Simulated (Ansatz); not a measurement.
Geometry optimisation, UKS PBE0-D4/def2-SVP (Ansatz).

Input:

```yaml
crystal:
  periodic: [false, false, false]
  atoms:
    - { symbol: B, position_ang: [0.0, 0.0, -0.087477] }
    - { symbol: H, position_ang: [0.0, 0.0, 1.113287] }
    - { symbol: H, position_ang: [1.052996, 0.0, -0.670439] }
    - { symbol: H, position_ang: [-1.052996, 0.0, -0.670439] }
    - { symbol: F, position_ang: [0.0, 0.0, 3.225069] }
magnetization:
  spin_polarized: true
  initial_magnetization: 1
basis:
  gaussian: { orbitals: def2-SVP }
hamiltonian:
  xc: pbe0
  dispersion: d4
relax:
  f_tol: 0.03
  max_steps: 50
```

Run as:

```bash
$ ansatz run input.yaml --threads 1 --pin off --max-ram 2048MiB --backend cpu --events-out ev --progress --plain --runs-dir out
```

Problem. Where does it end, and by what steps?

Solution. The forces met the threshold. After 12 steps the energy has fallen by 1.202 eV; H2 moved furthest, 0.67 Å. Parted: B1–H2. Joined: H2–F5.

| step | energy less start (eV) | largest force component (eV/Å) | accepted |
| --- | --- | --- | --- |
| 0 | 0.0000 | 0.565 | yes |
| 1 | -0.0289 | 0.440 | yes |
| 2 | -0.0717 | 0.517 | yes |
| 3 | -0.2050 | 0.647 | yes |
| 4 | -0.4330 | 1.299 | yes |
| 5 | -0.7730 | 2.257 | yes |
| 6 | 0.1953 | 17.053 | no |
| 7 | -0.9912 | 1.711 | yes |
| 8 | -1.1395 | 0.916 | yes |
| 9 | -1.1613 | 1.719 | yes |
| 10 | -1.1974 | 0.561 | yes |
| 11 | -1.2011 | 0.225 | yes |
| 12 | -1.2016 | 0.005 | yes |

```xyz
5
Properties=species:S:1:pos:R:3
B 0.000 0.000 -0.215
H 0.000 0.000 1.783
H 1.102 0.000 -0.691
H -1.102 0.000 -0.691
F 0.000 0.000 2.723
```

Run time: 19 s on 1 thread of Arm Neoverse V1, with other jobs on the host, peak memory 0.11 GiB.
